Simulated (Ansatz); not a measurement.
System (SMILES): N (NH3).
Atoms: N1, H2, H3, H4. Bonds: N1-H2, N1-H3, N1-H4.

Basis-set convergence of the optimised N1-H2 bond length at MP2 with Ansatz (a quantum-chemistry and plane-wave program). The reference of a correlated method is not its basis-set limit, which lies further on. Cartesian d functions, on some or all atoms, in 6-31G*, 6-31+G*; all else is spherical. Cores are frozen. No added dispersion term, no relativity. Reference: the value in aug-cc-pVQZ, 1.0102 Å, itself unsure by roughly 0.0009 Å (its mean distance from def2-QZVPPD, pcseg-3, def2-QZVPP). Deviations are taken from unrounded values.

| basis | functions | optimised N1-H2 bond length (Å) |
|---|---|---|
| 6-31G* | 21 | 1.0171 |
| 6-31+G* | 25 | 1.0169 |
| cc-pVDZ | 29 | 1.0235 |
| aug-cc-pVDZ | 50 | 1.0202 |
| def2-SVP | 29 | 1.0190 |
| def2-SVPD | 44 | 1.0174 |
| pcseg-1 | 29 | 1.0168 |
| aug-pcseg-1 | 50 | 1.0184 |
| 6-311G** | 36 | 1.0138 |
| 6-311+G** | 40 | 1.0134 |
| def2-TZVP | 49 | 1.0126 |
| def2-TZVPD | 64 | 1.0143 |
| cc-pVTZ | 72 | 1.0114 |
| aug-cc-pVTZ | 115 | 1.0121 |
| pcseg-2 | 72 | 1.0090 |
| aug-pcseg-2 | 115 | 1.0101 |
| def2-TZVPP | 73 | 1.0106 |
| def2-TZVPPD | 88 | 1.0111 |
| cc-pVQZ | 145 | 1.0098 |
| aug-cc-pVQZ | 218 | 1.0102 |
| def2-QZVPP | 147 | 1.0095 |
| def2-QZVPPD | 162 | 1.0098 |

What the diffuse functions change, pair by pair:
- 6-31G* to 6-31+G*: 4 more functions, deviation 0.0069 to 0.0067 Å
- cc-pVDZ to aug-cc-pVDZ: 21 more functions, deviation 0.0133 to 0.0100 Å
- def2-SVP to def2-SVPD: 15 more functions, deviation 0.0089 to 0.0072 Å
- pcseg-1 to aug-pcseg-1: 21 more functions, deviation 0.0067 to 0.0082 Å
- 6-311G** to 6-311+G**: 4 more functions, deviation 0.0036 to 0.0032 Å
- def2-TZVP to def2-TZVPD: 15 more functions, deviation 0.0024 to 0.0041 Å
- cc-pVTZ to aug-cc-pVTZ: 43 more functions, deviation 0.0012 to 0.0019 Å
- pcseg-2 to aug-pcseg-2: 43 more functions, deviation -0.0012 to -0.0001 Å
- def2-TZVPP to def2-TZVPPD: 15 more functions, deviation 0.0004 to 0.0009 Å
- cc-pVQZ to aug-cc-pVQZ: 73 more functions, deviation -0.0004 to 0.0000 Å
- def2-QZVPP to def2-QZVPPD: 15 more functions, deviation -0.0006 to -0.0004 Å

Leaving out the reference's own pair, they bring the value nearer the reference by more than 0.0009 Å in 3 of 10 pairs.
